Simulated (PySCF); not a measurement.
Two species compared at the same levels of theory.

First species: C6H11N.
SMILES: `[H]/N=C\CC1CCC1`

Second species: fluoroacetylene, C2HF.
Structure used (GFN2-xTB), in Å, numbered top down from 1:
```
atom  x, y, z in Å
C1    -0.6237    0.0246   -0.0312
C2     0.5159   -0.0184   -0.3796
F3     1.7425   -0.0665   -0.7541
H4    -1.6245    0.0652    0.2705
```

Levels: CAM-B3LYP/def2-SVPD for dipole moment, HOMO energy, LUMO energy, HOMO–LUMO gap, static isotropic polarisability and electronic spatial extent ⟨r²⟩ about the centre of nuclear charge; TDDFT CAM-B3LYP/def2-SVPD for lowest singlet excitation; TDA CAM-B3LYP/def2-SVPD for lowest triplet excitation (Tamm–Dancoff); GFN2-xTB for smallest rotational constant. Geometries: GFN2-xTB. Each structure is a single optimised conformer of the isolated species, non-relativistic unless stated; the electronic structure was computed with PySCF and density fitting.

Dipoles, sizes and rotational constants follow the conformer. The torsions of the flexible species, by atom-mapped SMILES:
- `[H]/[N:1]=[CH:2]\[CH2:3][CH:4]1[CH2:5][CH2:6][CH2:7]1`: N1–C2–C3–C4 121°, C2–C3–C4–C5 -72°

(1) Which of the two has the higher smallest rotational constant, and by how much?

(2) Which of the two has the higher dipole moment, and by how much?

(3) Which of the two has the higher static isotropic polarisability, and by how much?

(4) Which has the higher ⟨r²⟩?

(5) Which has the higher HOMO energy?

(6) Which has the higher S1 energy?

(7) Which has the higher HOMO–LUMO gap?

(8) Which of the two has the higher T1 energy, and by how much?

Answers

(1) The second: 9.716 GHz against 1.308 GHz, a difference of 8.408 GHz.

(2) The first: 2.63 D against 0.77 D, a difference of 1.86 D.

(3) The first: 75.7 au against 22.7 au, a difference of 53.0 au.

(4) The first: 949 bohr² against 136 bohr², a difference of 813 bohr².

(5) The first: -8.68 eV against -9.85 eV, a difference of 1.17 eV.

(6) The second: 7.23 eV against 5.24 eV, a difference of 1.99 eV.

(7) The second: 10.88 eV against 9.85 eV, a difference of 1.03 eV.

(8) The second: 5.96 eV against 4.44 eV, a difference of 1.52 eV.

On the first: A dipole of 2.63 D is allowed in C1, and pure rotational transitions are dipole-allowed. The dipole matches unit charges of opposite sign 0.55 Å apart (1 e·Å = 4.8032 D).

On the second: In wavenumbers S1 is 58300 cm⁻¹ (1 eV = 8065.54 cm⁻¹). No computed singlet falls in the visible range (750 to 380 nm, 1.65 to 3.26 eV); S1 lies 3.97 eV above its blue end.
